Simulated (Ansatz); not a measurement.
in.yaml

```yaml
crystal:
  periodic: [false, false, false]
  atoms:
    - {symbol: N, position_ang: [0.000000, 0.000000, 0.372379]}
    - {symbol: Na, position_ang: [0.000000, 0.000000, -1.772153]}
    - {symbol: H, position_ang: [0.000000, 0.000000, 1.399774]}
basis:
  gaussian: {orbitals: 6-31G}
magnetization: {spin_polarized: false, initial_magnetization: 1}
correlation: {method: ccsdtq, electrons: outside_noble_gas}
```

```sh
$ ansatz run in.yaml --threads 1 --pin off --events-out ev --progress --plain --max-ram 2393MiB
```

Output:

```
494 factors; integrals over basis functions are off by at most 1.9e-7 eV
mean field evaluation 1: about -5897.0494 eV, gradient 2.6e1 eV
mean field evaluation 2: about -5897.0767 eV, gradient 2.6e1 eV
mean field evaluation 4: about -5898.4515 eV, gradient 8.5e0 eV
mean field evaluation 8: about -5898.7782 eV, gradient 6.9e-1 eV
mean field evaluation 16: about -5898.7871 eV, gradient 3.8e-6 eV
mean field evaluation 32: about -5898.7871 eV, gradient 3.8e-3 eV
mean field evaluation 64: about -5898.7871 eV, gradient 1.0e-3 eV
mean field evaluation 96: about -5894.0855 eV, gradient 1.2e-1 eV
mean field evaluation 128: about -5893.9485 eV, gradient 1.0e1 eV
mean field evaluation 160: about -5894.0865 eV, gradient 8.2e-2 eV
...
mean field -5898.78710912 eV, -216.7764279185 hartree, gradient 3.8e-6 eV, S^2 0.750000; 3 other end points of the search recorded, 0 dependent functions left out
...
determinant -5898.78710912 eV, -216.7764279185 hartree, with singles and doubles -5901.66036943 eV, -216.8820182876 hartree
determinant -5896.00578337 eV, -216.6742160827 hartree, with singles and doubles -5898.49266824 eV, -216.7656074158 hartree
unrestricted determinant -5898.89189991 eV, -216.7802789091 hartree, S^2 1.7635
6 core orbitals not correlated: weight in the atoms' cores, before any rotation towards them, 1.000 or more for the frozen orbitals, at most 0.000 for the correlated occupied ones
reference -5898.78710912 eV, -216.7764279185 hartree; 4, 3 occupied and 14, 15 virtual orbitals, 494 factors
second order -2.50892692 eV of doubles, -0.01955785 eV of singles
...
cycle  23  -2.96102070 eV  change    4.4e-6 eV  update   1.6e-5
cycle  24  -2.96101727 eV  change    3.4e-6 eV  update   1.2e-5
cycle  25  -2.96101343 eV  change    3.8e-6 eV  update   9.2e-6
cycle  26  -2.96101182 eV  change    1.6e-6 eV  update   6.6e-6
cycle  27  -2.96101111 eV  change    7.1e-7 eV  update   5.9e-6
cycle  28  -2.96101112 eV  change   -1.3e-8 eV  update   3.8e-6
cycle  29  -2.96101093 eV  change    1.9e-7 eV  update   1.8e-6
cycle  30  -2.96101050 eV  change    4.4e-7 eV  update   1.2e-6
cycle  31  -2.96101026 eV  change    2.4e-7 eV  update   9.9e-7
cycle  32  -2.96101006 eV  change    2.0e-7 eV  update   3.4e-7
Total energy: -5901.74811918 eV, -216.8852430313 hartree
```

For the same geometry and basis full CI lies 0.2 meV higher.

Ran on 1 thread of Arm Neoverse V1, shared host: 21 s wall, 0.19 GiB peak host memory.
